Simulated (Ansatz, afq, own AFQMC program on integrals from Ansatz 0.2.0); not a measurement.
**C2H6ClSn, doublet: AFQMC among the cluster methods**

```yaml
atoms:
  - { symbol: C, position_ang: [-0.6012, 1.6292, -0.9578] }
  - { symbol: Sn, position_ang: [0.2486, 0.4211, 0.5521] }
  - { symbol: C, position_ang: [0.4172, -1.6289, -0.0340] }
  - { symbol: Cl, position_ang: [-1.2700, 0.4383, 2.3796] }
  - { symbol: H, position_ang: [-1.3066, 1.2250, -1.6922] }
  - { symbol: H, position_ang: [-0.4276, 2.7096, -1.0077] }
  - { symbol: H, position_ang: [1.6928, 1.1072, 1.1670] }
  - { symbol: H, position_ang: [1.1554, -1.7296, -0.8426] }
  - { symbol: H, position_ang: [-0.5593, -1.9881, -0.3871] }
  - { symbol: H, position_ang: [0.7337, -2.2349, 0.8256] }
```

Basis def2-TZVP with its core potentials. Noble-gas cores (and the filled d shells of Ga–Kr and In–Xe) are frozen. Integrals, coupled cluster, full CI and functionals: Ansatz 0.2.0; the random walks run on the same integrals in our own AFQMC program. The CISD trial takes its coefficients from CCSD amplitudes. Released means that phaseless walkers are propagated on without the constraint, phases kept. Error bars are statistical, one sigma. No spin–orbit coupling.

Determinant: UHF, the one that the program's search chose, which needn't be the lowest solution. The geometry is a PBE0/def2-SVP stationary point of this or a neighbouring charge and spin state.

No full CI on the walks' own integrals is used here. The released AFQMC energy serves as the reference, which it does only where one determinant dominates, the energy is flat over the last release times and near the phaseless one (40 meV or 2 meV an electron, half that with transition metals). On small molecules, where full CI could be run and the noise was under 10 meV, such values lay within 10 meV of it in 19 cases of 20, a flattering rate, since the rule was set on those same cases; what remains of the bias isn't in the error bar.

Cautions: no spin-orbit coupling; inner d shell frozen; the released value is read at 0.90 1/Eh with a noise of 15 meV, more than in the cases checked (meV from the phaseless value at times in 1/Eh: 28 ± 22 at 0.21, 4 ± 24 at 0.42, -25 ± 19 at 0.63, 5 ± 15 at 0.90).

```
T1 diagnostic                               : 0.0104
weight of the determinant in the CISD state : 0.778
⟨S²⟩ of the determinant                     : 0.764
size of the correlated space                : 25 electrons in 169 orbitals
```

Reference: AFQMC with the constraint released, correlation energy -18.603 ± 0.015 eV.

```json
{"level": "HF", "E − E(reference) (mEh)": "683.65 ± 0.55", "share of correlation (%)": "0.00"}
{"level": "MP2", "E − E(reference) (mEh)": "87.19 ± 0.55", "share of correlation (%)": "87.25"}
{"level": "CCSD", "E − E(reference) (mEh)": "26.99 ± 0.55", "share of correlation (%)": "96.05"}
{"level": "CCSD(T)", "E − E(reference) (mEh)": "2.14 ± 0.55", "share of correlation (%)": "99.69"}
{"level": "ph-AFQMC/CISD", "E − E(reference) (mEh)": "-0.18 ± 0.83", "share of correlation (%)": "100.03"}
```

Released energies are given only where the last usable release times agree within the noise; a slower fall can still hide under it.
